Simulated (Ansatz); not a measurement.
**CH₅ (doublet): wave-function methods side by side at distance H1–H2 along a hydrogen transfer = 1.288 Å, cc-pVDZ**

How much of the correlation energy of CH₅ (doublet) does each wave-function method recover here?

Method: cc-pVDZ, core rule «outside noble gas», up to 1 orbitals frozen; program: Ansatz 0.2.0, Gaussian basis.

The runs, in order: UHF; CCSD(T) on ROHF; CCSD(T) on UHF; BCCD(T) on ROHF; CISD; CCSDT(Q) on ROHF; CCSDT(Q) on UHF; CCSDTQ on ROHF; CASSCF and MRCISD+Q, 3 electrons in 3 orbitals; CASSCF and NEVPT2, 3 electrons in 3 orbitals; CASSCF and MRCISD+Q, 9 electrons in 9 orbitals; CASSCF and NEVPT2, 9 electrons in 9 orbitals.

## Step 1: What is computed

The geometry derives from fragments relaxed apart (PBE0/def2-TZVP) and kept rigid, so it is no stationary point. A hydrogen atom is moved between rigid fragments.

6 atoms, charge 0, spin multiplicity 2.

Atoms are counted from 1 here; the program's logs count them from 0.

Bond lengths: H2–C3 1.090 Å, C3–H4 1.080 Å, C3–H5 1.080 Å, C3–H6 1.080 Å. Angles: H2–C3–H4 90.0°, H2–C3–H5 90.0°, H2–C3–H6 90.0°, H4–C3–H5 120.0°, H4–C3–H6 120.0°, H5–C3–H6 120.0°.

## Step 2: UHF

in.yaml

```yaml
crystal:
  periodic: [false, false, false]
  atoms:
    - {symbol: H, position_ang: [-2.172988, 0.000000, 0.000000]}
    - {symbol: H, position_ang: [-0.884988, 0.000000, 0.000000]}
    - {symbol: C, position_ang: [0.205012, 0.000000, 0.000000]}
    - {symbol: H, position_ang: [0.205012, -1.080023, 0.000000]}
    - {symbol: H, position_ang: [0.205012, 0.540011, 0.935327]}
    - {symbol: H, position_ang: [0.205012, 0.540012, -0.935327]}
basis:
  gaussian: {orbitals: cc-pVDZ}
magnetization: {spin_polarized: true, initial_magnetization: 1}
hamiltonian: {xc: hf}
output: {orbitals: {seedname: orbitals}}
```

Started as:

```
$ ansatz run in.yaml --threads 1 --pin off --events-out ev --progress --plain --max-ram 2816MiB --backend cpu
```

After this run come: CCSD(T) on ROHF; CCSD(T) on UHF; BCCD(T) on ROHF; CISD; CCSDT(Q) on ROHF; CCSDT(Q) on UHF; CCSDTQ on ROHF; CASSCF and MRCISD+Q, 3 electrons in 3 orbitals; CASSCF and NEVPT2, 3 electrons in 3 orbitals; CASSCF and MRCISD+Q, 9 electrons in 9 orbitals; CASSCF and NEVPT2, 9 electrons in 9 orbitals.

Q: Predict the results of all the runs planned. Wanted: RCCSDTQ below the RHF energy; RMP2 from RCCSDTQ; UMP2 from RCCSDTQ; RCCSD from RCCSDTQ; RCCSD(T) from RCCSDTQ; UCCSD(T) from RCCSDTQ; RCCSDT(Q) from RCCSDTQ; UCCSDT(Q) from RCCSDTQ; NEVPT2 pair from RCCSDTQ.

**Answer**, as computed:

```
                         quantity                                                                                               value
     RCCSDTQ below the RHF energy                                                                                          -5.5162 eV
                RMP2 from RCCSDTQ                                                                                          +808.7 meV
                UMP2 from RCCSDTQ                                                                                          +805.5 meV
               RCCSD from RCCSDTQ                                                                                          +141.5 meV
            RCCSD(T) from RCCSDTQ                                                                                           +18.5 meV
            UCCSD(T) from RCCSDTQ                                                                                           +18.4 meV
           RCCSDT(Q) from RCCSDTQ                                                                                            +0.1 meV
           UCCSDT(Q) from RCCSDTQ                                                                                             0.0 meV
         NEVPT2 pair from RCCSDTQ                                                                                          +776.9 meV
       MRCISD+Q pair from RCCSDTQ                                                                                           +35.1 meV
      NEVPT2 valence from RCCSDTQ                                                                                          +781.6 meV
levels within 1 kcal/mol (43 meV)  RCCSD(T), UCCSD(T), BCCD(T), RCCSDT, UCCSDT, RCCSDT(Q), UCCSDT(Q), MRCISD+Q pair, MRCISD+Q valence
                    T1 diagnostic                                                                                               0.019
   effectively unpaired electrons                                                                                                1.01
```

RCCSD(T) misses by +18.5 meV, 0.3 % of the correlation energy. One determinant dominates. Of the multireference levels listed MRCISD+Q valence comes nearest in total energy (+9.6 meV), which doesn't show that its space is the better one. These misses are within one basis, not against nature; the frozen cores of restricted and unrestricted runs differ, which can shift their rows.
